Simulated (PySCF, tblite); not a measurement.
# BF3H9N3, a solvent cluster as drawn: NMR shifts, interaction energy and core binding energies, part 2 of 3

tblite 0.8.0 and PySCF 2.14.0. Atoms count from 0, parts from 1. Earlier steps stand in the parts before.

## 5. Interaction energy: wB97M-D3(BJ)/def2-SVPD

Job settings and geometry (Å):

```
{"job": {"kind": "inter", "xc": "wB97M-D3(BJ)", "basis": "def2-SVPD", "pairs": true}, "charge": 0, "multiplicity": 1, "parts": [{"atoms": "0-3", "charge": 0, "multiplicity": 1}, {"atoms": "4-7", "charge": 0, "multiplicity": 1}, {"atoms": "8-11", "charge": 0, "multiplicity": 1}, {"atoms": "12-15", "charge": 0, "multiplicity": 1}]}
F      0.828728     0.257094     0.243731
B     -0.309681     0.788069    -0.349796
F     -0.525614     0.248685    -1.615386
F     -1.432960     0.677146     0.458473
N     -0.047432     2.342944    -0.581126
H      0.117720     2.823730     0.299398
H      0.791540     2.428098    -1.189528
H     -0.898940     2.730207    -1.035645
N     -2.698707     2.522371    -1.634245
H     -2.587650     1.814891    -2.357044
H     -3.036209     2.026839    -0.811170
H     -3.421210     3.167471    -1.935451
N      2.290393     1.656492    -2.084197
H      1.934938     1.212200    -2.926430
H      3.212591     2.024882    -2.293254
H      2.394197     0.915721    -1.392121
```

Method: wB97M-D3(BJ)/def2-SVPD interaction energy, counterpoise and uncorrected, gas phase.

Log:

```text
part 1, own basis, geometry of the cluster
coarse grid: 21080 points
cycle   1  E = -324.2141289566  dE =  2.463e-01  |g| = 7.597e-01  |ddm| = 2.265e+00
cycle   2  E = -324.2253266234  dE = -1.120e-02  |g| = 8.437e-01  |ddm| = 1.384e+00
cycle   3  E = -324.3361351424  dE = -1.108e-01  |g| = 4.717e-02  |ddm| = 5.889e-01
cycle   4  E = -324.3366220323  dE = -4.869e-04  |g| = 1.124e-02  |ddm| = 7.037e-02
cycle   5  E = -324.3366838336  dE = -6.180e-05  |g| = 1.804e-03  |ddm| = 2.183e-02
cycle   6  E = -324.3366862634  dE = -2.430e-06  |g| = 1.144e-03  |ddm| = 4.526e-03
final grid: 46024 points
cycle   7  E = -324.3366659580  dE = -7.683e-08  |g| = 1.298e-03  |ddm| = 1.804e-03
cycle   8  E = -324.3366658819  dE =  7.617e-08  |g| = 1.514e-03  |ddm| = 1.523e-03
cycle   9  E = -324.3366662300  dE = -3.481e-07  |g| = 3.977e-05  |ddm| = 8.038e-04
cycle  10  E = -324.3366662317  dE = -1.707e-09  |g| = 1.398e-05  |ddm| = 1.406e-04
cycle  11  E = -324.3366662317  dE = -3.087e-11  |g| = 2.112e-06  |ddm| = 1.289e-05
converged SCF energy = -324.3366662317

part 2, own basis, geometry of the cluster
coarse grid: 12536 points
cycle   1  E = -56.5078980139  dE = -1.750e-01  |g| = 2.718e-01  |ddm| = 1.806e+00
cycle   2  E = -56.5153512437  dE = -7.453e-03  |g| = 2.371e-01  |ddm| = 7.520e-01
cycle   3  E = -56.5268399351  dE = -1.149e-02  |g| = 1.979e-02  |ddm| = 2.297e-01
cycle   4  E = -56.5269481705  dE = -1.082e-04  |g| = 4.707e-03  |ddm| = 3.573e-02
cycle   5  E = -56.5269588933  dE = -1.072e-05  |g| = 6.974e-04  |ddm| = 2.029e-02
cycle   6  E = -56.5269592753  dE = -3.820e-07  |g| = 9.393e-05  |ddm| = 5.776e-03
final grid: 27112 points
cycle   7  E = -56.5269592241  dE = -1.105e-08  |g| = 3.631e-05  |ddm| = 1.750e-03
cycle   8  E = -56.5269592255  dE = -1.464e-09  |g| = 1.481e-05  |ddm| = 5.299e-04
cycle   9  E = -56.5269592258  dE = -2.880e-10  |g| = 7.489e-06  |ddm| = 2.414e-04
converged SCF energy = -56.5269592258

part 3, own basis, geometry of the cluster
coarse grid: 12536 points
cycle   1  E = -56.5082350795  dE = -1.370e-01  |g| = 2.815e-01  |ddm| = 1.838e+00
cycle   2  E = -56.5166018350  dE = -8.367e-03  |g| = 2.420e-01  |ddm| = 7.816e-01
cycle   3  E = -56.5285068892  dE = -1.191e-02  |g| = 2.049e-02  |ddm| = 2.397e-01
cycle   4  E = -56.5286171000  dE = -1.102e-04  |g| = 4.766e-03  |ddm| = 3.581e-02
cycle   5  E = -56.5286276713  dE = -1.057e-05  |g| = 6.336e-04  |ddm| = 2.006e-02
cycle   6  E = -56.5286279916  dE = -3.204e-07  |g| = 9.185e-05  |ddm| = 5.396e-03
final grid: 27112 points
cycle   7  E = -56.5286246610  dE = -1.000e-08  |g| = 4.122e-05  |ddm| = 1.341e-03
cycle   8  E = -56.5286246623  dE = -1.360e-09  |g| = 2.637e-05  |ddm| = 5.084e-04
cycle   9  E = -56.5286246626  dE = -2.753e-10  |g| = 1.148e-05  |ddm| = 9.889e-05
converged SCF energy = -56.5286246626

part 4, own basis, geometry of the cluster
coarse grid: 12536 points
cycle   1  E = -56.5082893259  dE = -1.373e-01  |g| = 2.814e-01  |ddm| = 1.838e+00
cycle   2  E = -56.5166433133  dE = -8.354e-03  |g| = 2.420e-01  |ddm| = 7.817e-01
cycle   3  E = -56.5285434460  dE = -1.190e-02  |g| = 2.046e-02  |ddm| = 2.397e-01
cycle   4  E = -56.5286535315  dE = -1.101e-04  |g| = 4.764e-03  |ddm| = 3.589e-02
cycle   5  E = -56.5286641031  dE = -1.057e-05  |g| = 6.346e-04  |ddm| = 2.012e-02
cycle   6  E = -56.5286644246  dE = -3.215e-07  |g| = 9.184e-05  |ddm| = 5.420e-03
final grid: 27112 points
cycle   7  E = -56.5286606579  dE = -9.505e-09  |g| = 3.404e-05  |ddm| = 1.082e-03
cycle   8  E = -56.5286606591  dE = -1.243e-09  |g| = 1.482e-05  |ddm| = 3.645e-04
cycle   9  E = -56.5286606593  dE = -2.233e-10  |g| = 1.055e-05  |ddm| = 1.477e-04
converged SCF energy = -56.5286606593

part 1, own basis, relaxed alone
coarse grid: 21080 points
cycle   1  E = -324.2952967656  dE =  4.491e-01  |g| = 6.905e-01  |ddm| = 2.408e+00
cycle   2  E = -324.3197159783  dE = -2.442e-02  |g| = 6.736e-01  |ddm| = 1.133e+00
cycle   3  E = -324.3871023245  dE = -6.739e-02  |g| = 4.333e-02  |ddm| = 4.554e-01
cycle   4  E = -324.3874796735  dE = -3.773e-04  |g| = 9.888e-03  |ddm| = 5.812e-02
cycle   5  E = -324.3875148562  dE = -3.518e-05  |g| = 9.900e-04  |ddm| = 1.669e-02
cycle   6  E = -324.3875155010  dE = -6.448e-07  |g| = 1.221e-04  |ddm| = 3.320e-03
final grid: 46024 points
cycle   7  E = -324.3874967596  dE = -2.128e-08  |g| = 1.302e-04  |ddm| = 8.722e-04
cycle   8  E = -324.3874967607  dE = -1.142e-09  |g| = 1.228e-04  |ddm| = 1.928e-04
cycle   9  E = -324.3874967630  dE = -2.276e-09  |g| = 9.253e-06  |ddm| = 7.291e-05
cycle  10  E = -324.3874967631  dE = -4.752e-11  |g| = 2.643e-06  |ddm| = 2.883e-05
converged SCF energy = -324.3874967631

part 2, own basis, relaxed alone
coarse grid: 12536 points
cycle   1  E = -56.5082414751  dE = -1.347e-01  |g| = 2.821e-01  |ddm| = 1.839e+00
cycle   2  E = -56.5166668165  dE = -8.425e-03  |g| = 2.423e-01  |ddm| = 7.834e-01
cycle   3  E = -56.5285981882  dE = -1.193e-02  |g| = 2.053e-02  |ddm| = 2.405e-01
cycle   4  E = -56.5287084500  dE = -1.103e-04  |g| = 4.766e-03  |ddm| = 3.581e-02
cycle   5  E = -56.5287189898  dE = -1.054e-05  |g| = 6.282e-04  |ddm| = 2.005e-02
cycle   6  E = -56.5287193057  dE = -3.159e-07  |g| = 9.163e-05  |ddm| = 5.381e-03
final grid: 27112 points
cycle   7  E = -56.5287111677  dE = -1.002e-08  |g| = 3.856e-05  |ddm| = 7.767e-04
cycle   8  E = -56.5287111691  dE = -1.379e-09  |g| = 2.188e-05  |ddm| = 3.491e-04
cycle   9  E = -56.5287111694  dE = -2.444e-10  |g| = 1.221e-05  |ddm| = 9.209e-05
converged SCF energy = -56.5287111694

part 3, own basis, relaxed alone: E = -56.5287111694 (as before)

part 4, own basis, relaxed alone: E = -56.5287111694 (as before)

cluster
final grid: 127344 points
cycle   1  E = -494.0325321855  dE = -1.774e-01  |g| = 1.857e-01  |ddm| = 4.616e+00
cycle   2  E = -494.0454843906  dE = -1.295e-02  |g| = 9.251e-02  |ddm| = 1.251e+00
cycle   3  E = -494.0474076259  dE = -1.923e-03  |g| = 4.080e-02  |ddm| = 2.130e-01
cycle   4  E = -494.0478414825  dE = -4.339e-04  |g| = 1.275e-02  |ddm| = 8.941e-02
cycle   5  E = -494.0478841166  dE = -4.263e-05  |g| = 1.881e-03  |ddm| = 2.676e-02
cycle   6  E = -494.0478853212  dE = -1.205e-06  |g| = 6.551e-04  |ddm| = 7.987e-03
cycle   7  E = -494.0478854559  dE = -1.347e-07  |g| = 2.315e-04  |ddm| = 4.069e-03
cycle   8  E = -494.0478854737  dE = -1.783e-08  |g| = 3.423e-05  |ddm| = 1.315e-03
cycle   9  E = -494.0478854748  dE = -1.051e-09  |g| = 1.938e-05  |ddm| = 5.226e-04
cycle  10  E = -494.0478854749  dE = -8.822e-11  |g| = 8.741e-06  |ddm| = 6.393e-05
converged SCF energy = -494.0478854749

part 1 in the basis of the cluster
final grid: 127344 points
cycle   1  E = -324.3396570449  dE = -2.993e-03  |g| = 9.270e-03  |ddm| = 2.466e+00
cycle   2  E = -324.3396840159  dE = -2.697e-05  |g| = 2.198e-03  |ddm| = 3.003e-01
cycle   3  E = -324.3396844531  dE = -4.372e-07  |g| = 2.045e-03  |ddm| = 4.051e-02
cycle   4  E = -324.3396851057  dE = -6.526e-07  |g| = 1.351e-04  |ddm| = 3.092e-03
cycle   5  E = -324.3396851093  dE = -3.557e-09  |g| = 2.358e-05  |ddm| = 5.692e-04
cycle   6  E = -324.3396851094  dE = -1.707e-10  |g| = 9.734e-06  |ddm| = 1.957e-04
converged SCF energy = -324.3396851094

part 2 in the basis of the cluster
final grid: 127344 points
cycle   1  E = -56.5296696994  dE = -2.714e-03  |g| = 1.156e-02  |ddm| = 3.127e+00
cycle   2  E = -56.5297472634  dE = -7.756e-05  |g| = 2.372e-03  |ddm| = 1.080e+00
cycle   3  E = -56.5297514890  dE = -4.226e-06  |g| = 1.476e-03  |ddm| = 2.788e-01
cycle   4  E = -56.5297519850  dE = -4.961e-07  |g| = 1.929e-04  |ddm| = 1.590e-02
cycle   5  E = -56.5297520249  dE = -3.986e-08  |g| = 2.849e-05  |ddm| = 1.193e-02
cycle   6  E = -56.5297520257  dE = -8.120e-10  |g| = 4.644e-06  |ddm| = 2.821e-04
converged SCF energy = -56.5297520257

part 3 in the basis of the cluster
final grid: 127344 points
cycle   1  E = -56.5303192664  dE = -1.694e-03  |g| = 9.095e-03  |ddm| = 1.724e+00
cycle   2  E = -56.5303700442  dE = -5.078e-05  |g| = 1.902e-03  |ddm| = 3.727e-01
cycle   3  E = -56.5303728140  dE = -2.770e-06  |g| = 1.130e-03  |ddm| = 9.936e-02
cycle   4  E = -56.5303731063  dE = -2.923e-07  |g| = 1.510e-04  |ddm| = 7.304e-03
cycle   5  E = -56.5303731284  dE = -2.207e-08  |g| = 2.166e-05  |ddm| = 5.779e-03
cycle   6  E = -56.5303731289  dE = -5.276e-10  |g| = 4.364e-06  |ddm| = 2.538e-04
converged SCF energy = -56.5303731289

part 4 in the basis of the cluster
final grid: 127344 points
cycle   1  E = -56.5302824951  dE = -1.626e-03  |g| = 8.943e-03  |ddm| = 1.751e+00
cycle   2  E = -56.5303325824  dE = -5.009e-05  |g| = 1.907e-03  |ddm| = 3.823e-01
cycle   3  E = -56.5303353565  dE = -2.774e-06  |g| = 1.168e-03  |ddm| = 1.027e-01
cycle   4  E = -56.5303356681  dE = -3.116e-07  |g| = 1.475e-04  |ddm| = 7.711e-03
cycle   5  E = -56.5303356900  dE = -2.188e-08  |g| = 2.152e-05  |ddm| = 5.816e-03
cycle   6  E = -56.5303356905  dE = -5.231e-10  |g| = 4.081e-06  |ddm| = 2.408e-04
converged SCF energy = -56.5303356905

parts 1 and 2 in the basis of the cluster
final grid: 127344 points
cycle   1  E = -380.9434428697  dE = -1.427e-01  |g| = 1.710e-01  |ddm| = 3.660e+00
cycle   2  E = -380.9527394287  dE = -9.297e-03  |g| = 9.367e-02  |ddm| = 1.024e+00
cycle   3  E = -380.9544302351  dE = -1.691e-03  |g| = 3.737e-02  |ddm| = 1.887e-01
cycle   4  E = -380.9547563917  dE = -3.262e-04  |g| = 1.044e-02  |ddm| = 6.397e-02
cycle   5  E = -380.9547864398  dE = -3.005e-05  |g| = 1.215e-03  |ddm| = 2.266e-02
cycle   6  E = -380.9547869764  dE = -5.366e-07  |g| = 2.523e-04  |ddm| = 6.595e-03
cycle   7  E = -380.9547870030  dE = -2.667e-08  |g| = 1.187e-04  |ddm| = 2.834e-03
cycle   8  E = -380.9547870061  dE = -3.020e-09  |g| = 2.327e-05  |ddm| = 1.504e-04
cycle   9  E = -380.9547870063  dE = -2.165e-10  |g| = 8.460e-06  |ddm| = 6.001e-05
converged SCF energy = -380.9547870063

parts 1 and 3 in the basis of the cluster
final grid: 127344 points
cycle   1  E = -380.8754781551  dE = -6.174e-03  |g| = 1.888e-02  |ddm| = 3.043e+00
cycle   2  E = -380.8757623031  dE = -2.841e-04  |g| = 6.041e-03  |ddm| = 5.057e-01
cycle   3  E = -380.8758094327  dE = -4.713e-05  |g| = 3.317e-03  |ddm| = 1.088e-01
cycle   4  E = -380.8758163268  dE = -6.894e-06  |g| = 1.759e-03  |ddm| = 1.957e-02
cycle   5  E = -380.8758182254  dE = -1.899e-06  |g| = 3.743e-04  |ddm| = 6.560e-03
cycle   6  E = -380.8758183619  dE = -1.365e-07  |g| = 1.383e-04  |ddm| = 3.203e-03
cycle   7  E = -380.8758183672  dE = -5.260e-09  |g| = 3.607e-05  |ddm| = 6.522e-04
cycle   8  E = -380.8758183679  dE = -7.195e-10  |g| = 8.369e-06  |ddm| = 5.462e-04
converged SCF energy = -380.8758183679

parts 1 and 4 in the basis of the cluster
final grid: 127344 points
cycle   1  E = -380.8753509645  dE = -6.188e-03  |g| = 1.897e-02  |ddm| = 3.082e+00
cycle   2  E = -380.8756394111  dE = -2.884e-04  |g| = 6.055e-03  |ddm| = 5.205e-01
cycle   3  E = -380.8756869347  dE = -4.752e-05  |g| = 3.287e-03  |ddm| = 1.135e-01
cycle   4  E = -380.8756935766  dE = -6.642e-06  |g| = 1.764e-03  |ddm| = 1.918e-02
cycle   5  E = -380.8756954207  dE = -1.844e-06  |g| = 3.601e-04  |ddm| = 6.411e-03
cycle   6  E = -380.8756955542  dE = -1.335e-07  |g| = 1.201e-04  |ddm| = 3.362e-03
cycle   7  E = -380.8756955585  dE = -4.316e-09  |g| = 3.919e-05  |ddm| = 6.564e-04
cycle   8  E = -380.8756955592  dE = -7.294e-10  |g| = 7.691e-06  |ddm| = 5.178e-04
converged SCF energy = -380.8756955592

parts 2 and 3 in the basis of the cluster
final grid: 127344 points
cycle   1  E = -113.0605434301  dE = -1.114e-02  |g| = 3.483e-02  |ddm| = 3.867e+00
cycle   2  E = -113.0611513653  dE = -6.079e-04  |g| = 1.784e-02  |ddm| = 1.324e+00
cycle   3  E = -113.0612374274  dE = -8.606e-05  |g| = 8.855e-03  |ddm| = 2.740e-01
cycle   4  E = -113.0612632294  dE = -2.580e-05  |g| = 7.534e-04  |ddm| = 1.615e-01
cycle   5  E = -113.0612637355  dE = -5.061e-07  |g| = 2.610e-04  |ddm| = 8.692e-03
cycle   6  E = -113.0612637709  dE = -3.538e-08  |g| = 1.395e-04  |ddm| = 2.540e-03
cycle   7  E = -113.0612637760  dE = -5.062e-09  |g| = 2.047e-05  |ddm| = 4.816e-04
cycle   8  E = -113.0612637764  dE = -4.078e-10  |g| = 3.724e-06  |ddm| = 4.140e-04
converged SCF energy = -113.0612637764

parts 2 and 4 in the basis of the cluster
final grid: 127344 points
cycle   1  E = -113.0605368471  dE = -1.109e-02  |g| = 3.473e-02  |ddm| = 3.871e+00
cycle   2  E = -113.0611459742  dE = -6.091e-04  |g| = 1.768e-02  |ddm| = 1.326e+00
cycle   3  E = -113.0612311834  dE = -8.521e-05  |g| = 8.875e-03  |ddm| = 2.750e-01
cycle   4  E = -113.0612570538  dE = -2.587e-05  |g| = 7.567e-04  |ddm| = 1.605e-01
cycle   5  E = -113.0612575657  dE = -5.118e-07  |g| = 2.638e-04  |ddm| = 8.451e-03
cycle   6  E = -113.0612576020  dE = -3.636e-08  |g| = 1.411e-04  |ddm| = 2.629e-03
cycle   7  E = -113.0612576072  dE = -5.203e-09  |g| = 2.071e-05  |ddm| = 4.974e-04
cycle   8  E = -113.0612576076  dE = -4.204e-10  |g| = 3.817e-06  |ddm| = 4.188e-04
converged SCF energy = -113.0612576076

parts 3 and 4 in the basis of the cluster
final grid: 127344 points
cycle   1  E = -113.0593875814  dE = -3.287e-03  |g| = 1.311e-02  |ddm| = 2.546e+00
cycle   2  E = -113.0594820434  dE = -9.446e-05  |g| = 3.854e-03  |ddm| = 6.039e-01
cycle   3  E = -113.0594869191  dE = -4.876e-06  |g| = 3.159e-03  |ddm| = 1.414e-01
cycle   4  E = -113.0594891750  dE = -2.256e-06  |g| = 2.057e-04  |ddm| = 3.146e-02
cycle   5  E = -113.0594892314  dE = -5.639e-08  |g| = 6.717e-05  |ddm| = 9.578e-03
cycle   6  E = -113.0594892360  dE = -4.609e-09  |g| = 1.865e-05  |ddm| = 1.326e-03
cycle   7  E = -113.0594892366  dE = -5.575e-10  |g| = 2.195e-06  |ddm| = 2.198e-04
converged SCF energy = -113.0594892366

Interaction energy (kcal/mol)
  counterpoise      -79.832
  uncorrected       -85.633
  dispersion part    -5.949
  deformation        33.095
  binding           -46.738

Decomposition of the uncorrected value (kcal/mol)
  electrostatic    -145.473
  Pauli             186.774
  orbital          -120.985
  dispersion         -5.949

Charge of each part in the cluster: -0.216 0.133 0.042 0.041

Pairs (kcal/mol): 1-2 -55.618, 1-3 -4.557, 1-4 -4.471, 2-3 -1.732, 2-4 -1.747, 3-4 0.712
  two-body sum -67.412, many-body rest -12.420
```

It took 7 min on 1 thread of Arm Neoverse N1, shared host; peak memory 0.63 GiB.

Contacts at this geometry (a selection, picked against the atoms' radii; other short pairs can be missing):

```
   atoms  distance (Å)  kind (by distance and angle)  angle (°)
 B1···N4          1.59              bonding distance          –
 H7···N8          1.91                 hydrogen bond        150
H6···N12          1.91                 hydrogen bond        151
H15···F0          2.36                 hydrogen bond        127
```

The decomposition goes in steps from the parts' own densities: electrostatics between them unchanged, then the rise on making their orbitals orthogonal (called Pauli here; it holds the exchange-correlation between the parts too, so it can be small or negative at long range), then orbital relaxation, then the dispersion term. Charges of the parts share the cluster's density out in proportion to the parts' own densities.

The SCF energies in the log hold no dispersion term; the tabulated energies do.

The parts:

```
part  SMILES  deformation (kcal/mol)  HOMO alone (eV)  charge in the cluster (e)
   1  FB(F)F                   31.90           -15.06                     -0.216
   2       N                    1.10           -10.26                      0.133
   3       N                    0.05           -10.26                      0.042
   4       N                    0.03           -10.26                      0.041
```

At this geometry B1 and N4 of different parts are bonded (1.59 Å), so this energy is mostly that of cutting a chemical bond between strained fragments, not an intermolecular interaction.

(Continued in part 3 of 3.)
